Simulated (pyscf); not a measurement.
Cl–Zn–Cl (SMILES [Cl][Zn][Cl]) + H₂ (SMILES [H][H]) → HCl (SMILES Cl) + Cl–ZnH (SMILES [Cl][ZnH]) (four-centre exchange; singlet surface; Cl–Zn, H–H broken, Cl–H, H–Zn formed). Structures and frequencies: ωB97X-D3(BJ)/def2-SVP in PySCF. Energies in eV from the separated reactants.

| level | barrier | reaction energy |
|---|---|---|
| ωB97X-D3(BJ)/def2-TZVP | 1.57 | +1.11 |
| r²SCAN/def2-TZVP | … | … |
| B3LYP-D3(BJ)/def2-TZVP | 1.50 | +1.02 |
| PBE0-D3(BJ)/def2-TZVP | 1.38 | +1.02 |
| M06-2X/def2-TZVP | 1.57 | +1.22 |
| ωB97M-D3(BJ)/def2-TZVP | … | +0.98 |

Some entries are withheld; supply them.


- r²SCAN/def2-TZVP, barrier: 1.36
- r²SCAN/def2-TZVP, reaction energy: +1.05
- ωB97M-D3(BJ)/def2-TZVP, barrier: 1.54

The functionals in the table span 0.21 eV in this barrier, from r²SCAN to M06-2X. On the product side the descent ends in a complex, 0.21 eV under the separated species and 0.66 eV under the saddle at ωB97X-D3(BJ)/def2-TZVP. One saddle was located; it need not be the lowest between these sides. Elements up to Kr have no core potential and no relativistic terms here.
